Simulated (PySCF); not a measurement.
Molecule: `CP(C)C`, C$_{3}$H$_{9}$P.

Geometry:
| atom | x (Å) | y (Å) | z (Å) |
| --- | --- | --- | --- |
| C1 | -0.500 | 1.518 | 0.391 |
| P2 | -0.154 | -0.203 | 0.978 |
| C3 | 1.563 | -0.405 | 0.319 |
| C4 | -1.083 | -1.149 | -0.313 |
| H5 | -0.274 | 1.653 | -0.680 |
| H6 | 0.102 | 2.232 | 0.973 |
| H7 | -1.560 | 1.759 | 0.563 |
| H8 | 1.640 | -0.146 | -0.750 |
| H9 | 1.889 | -1.447 | 0.457 |
| H10 | 2.253 | 0.236 | 0.889 |
| H11 | -0.823 | -0.834 | -1.338 |
| H12 | -0.870 | -2.224 | -0.207 |
| H13 | -2.165 | -1.009 | -0.163 |

Geometry PBE0-D3(BJ)/def2-SVP throughout; GIAO in PySCF 2.14, gas phase, one conformer, non-relativistic; equivalent atoms averaged; functional PBE0.

For orientation, def2-TZVP gives these shifts δ (against TMS, H3PO4 at the same level): C1/C3/C4 19.0, P2 -83.6, H5/H6/H7/H8/H9/H10/H11/H12/H13 0.86 ppm.

A run gave: C1/C3/C4 15.3, P2 -29.5, H5/H6/H7/H8/H9/H10/H11/H12/H13 0.37 ppm (shifts δ (against TMS, H3PO4 at the same level)).

Question: Which basis set was used in that run?
A. STO-3G
B. 6-31G
C. 6-311+G(2d,p)
D. 6-31G*
E. def2-SVP

Answer: A. P2 tells them apart best: STO-3G gives -29.5, 6-31G* gives -76.6, def2-SVP gives -76.8, 6-311+G(2d,p) gives -84.8, 6-31G gives -128.1 ppm.
